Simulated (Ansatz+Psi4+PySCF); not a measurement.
## doublet H₂S(+): levels of theory in one basis

```json
{"atom": "S", "x (Å)": "-0.0229", "y (Å)": "0.0192", "z (Å)": "0.0997"}
{"atom": "H", "x (Å)": "-0.0014", "y (Å)": "0.9522", "z (Å)": "-0.7968"}
{"atom": "H", "x (Å)": "0.0175", "y (Å)": "-0.9502", "z (Å)": "-0.8207"}
```

Basis set: cc-pVTZ on H; cc-pV(T+d)Z on S (spherical functions). Frozen core: 5 orbitals. Correlation on ROHF uses semicanonical orbitals with singles. Charge 1, multiplicity 2.

Computed with Ansatz (development build ahead of 0.2.0) and Psi4 1.11; each method stands on the lowest determinant of its kind that the runs found.

```tsv
method	E − E(ROHF) (eV)	<S²> of the determinant
ROHF	0.00	0.75
UHF	-0.17	0.77
ROHF-MP2	-4.25	–
UHF-MP2	-4.22	0.77
```
